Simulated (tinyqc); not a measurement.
Stretching all distances: RHF, UHF, MP2, CISD and CCSD against full CI in the sto-3g basis, for H2F+, spin multiplicity 1. Computed by the program tinyqc with PySCF. Command: `OMP_NUM_THREADS=1 python tinyqc.py 111324 111325 out.jsonl`; one thread of a shared host (Intel(R) Xeon(R) Processor @ 2.60GHz), about 20 s.

Geometry (angstrom):

| atom | x | y | z |
|---|---|---|---|
| F | 0.0000 | 0.0000 | 0.0000 |
| H | 0.0000 | 0.7640 | 0.4890 |
| H | 0.0000 | -0.7340 | 0.4700 |

All coordinates are multiplied by the scale. c0^2 is the weight of the RHF determinant in the lowest singlet FCI state (UHF is spin-contaminated and may lie near states of higher spin) and n(LUMO) the first natural occupation beyond the occupied space.

Full CI energy (hartree) and errors against it (kcal/mol):

| scale | distance 1-2 (angstrom) | E(FCI) | RHF | UHF | MP2 | CISD | CCSD | <S^2> UHF | c0^2 | n(LUMO) |
|---|---|---|---|---|---|---|---|---|---|---|
| 0.880 | 0.798 | -98.76625 | 16.684 | 16.684 | 3.641 | 0.133 | 0.081 | 0.000 | 0.990 | 0.011 |
| 1.120 | 1.016 | -98.90593 | 27.596 | 27.596 | 6.982 | 0.436 | 0.263 | 0.000 | 0.976 | 0.024 |
| 1.360 | 1.234 | -98.85214 | 42.742 | 42.742 | 11.856 | 1.217 | 0.777 | 0.000 | 0.946 | 0.052 |
| 1.600 | 1.451 | -98.75877 | 62.116 | 59.021 | 17.926 | 2.728 | 1.857 | 0.372 | 0.892 | 0.100 |
| 1.850 | 1.678 | -98.66651 | 85.814 | 49.528 | 24.636 | 4.993 | 3.466 | 1.047 | 0.801 | 0.177 |
| 2.090 | 1.896 | -98.59676 | 109.526 | 33.683 | 31.937 | 6.944 | 4.558 | 1.289 | 0.668 | 0.271 |
| 2.330 | 2.114 | -98.54746 | 129.527 | 21.260 | 42.161 | 5.756 | 3.538 | 1.392 | 0.452 | 0.368 |

UHF parts from RHF first at scale 1.6 of those listed, where <S^2> leaves zero. The weight c0^2 goes from 0.99 to 0.45 and n(LUMO) from 0.01 to 0.37: static correlation grows as the bonds break into open-shell fragments. The spread of the error along the curve, which distorts its shape, is CCSD 4.5, CISD 6.8, MP2 38.5, UHF 42.3, RHF 112.8 kcal/mol.
